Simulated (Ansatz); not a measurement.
# Reading a saddle point

A first-order saddle point of SiH$_{5}$F, singlet, PBE0-D4/def2-TZVP, with one imaginary mode of 1134i cm⁻¹:

```xyz
7
angstrom
Si -0.4072 -0.2134 -0.0626
F 1.4116 -0.4287 0.5722
H -0.1658 -1.2813 -1.0536
H -1.5248 0.5884 -0.6545
H -0.8967 -0.5751 1.2829
H 1.1337 0.6700 0.1515
H 0.4492 1.2400 -0.2358
```

Program: Ansatz 0.2.0. Basis: def2-TZVPP and def2-QZVPP. Cores are frozen in the correlated methods. Extrapolation: Hartree–Fock as exp(−7.88 √X), correlation as X^−2.97.

(1) Which contacts change along the imaginary mode, and what lies on either side? (A judgement: the text doesn't fix the answer.)

(2) Which side is lower, and how far does the saddle lie above each? (To be estimated.)

T1 diagnostic: at most 0.014.

## Answers

(1) By the calculation: The step is SiH₃F ([F][SiH3]) + H₂ → SiH₄ + HF, with the molecules in contact on both sides. Shortening one way: Si1–H7, F2–H6; lengthening the same way: Si1–F2, H6–H7.
```csv
pair,one side (Å),saddle (Å),other side (Å)
Si1–H7,4.22,1.70,1.49
F2–H6,2.65,1.21,0.93
Si1–F2,1.60,1.94,3.54
H6–H7,0.75,0.97,1.78
```

(2) By the calculation: The side with Si1–F2, H6–H7 short is lower by 24.40 kcal/mol; the saddle lies 59.95 kcal/mol above it and 35.55 kcal/mol above the other (CCSD(T) at an estimated basis limit (MP2 extrapolated from triple and quadruple zeta, plus CCSD(T) − MP2 in triple zeta); electronic energies).

Labels in which every atom is bracketed show which atoms are joined, not bond orders.

For scale, one of the runs: CCSD(T)/def2-TZVPP, 143 basis functions (an equivalent command: `ansatz run in.yaml --threads 2`). The run took 6.5 s on 2 CPU threads (shared host), with 0.99 GiB of host memory at its peak.
